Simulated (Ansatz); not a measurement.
We consider hcp Zn, described by HSE06-D3(BJ) (plane waves, PAW; Ansatz, a quantum-chemistry and plane-wave program).

Numerical settings: plane-wave cutoff 460 eV, 12×12×6 k mesh (along the axes of the cell as run), Fermi–Dirac smearing 0.05 eV, scalar-relativistic PAW data made under PBE.

Computed at the level's own relaxed cell.

Task: Give the computed equilibrium lattice constant a and c axis length.

Result: 
- equilibrium lattice constant a = 2.580 Å
- c axis length = 4.995 Å

Measured, for comparison: lattice constant a 2.665 Å (293 K, no zero-point or thermal correction, our sources range from 2.660 to 2.665; as tabulated in Wikipedia's data pages); lattice parameter c 4.946 Å (293 K, no zero-point or thermal correction; as tabulated in Wikipedia's data pages). Computed (rounded) less measured: lattice constant a -3.2 % (-3.0 % to -3.2 % over the range), lattice parameter c +1.0 %.

Cost on a shared machine: very roughly 40 core-minutes.
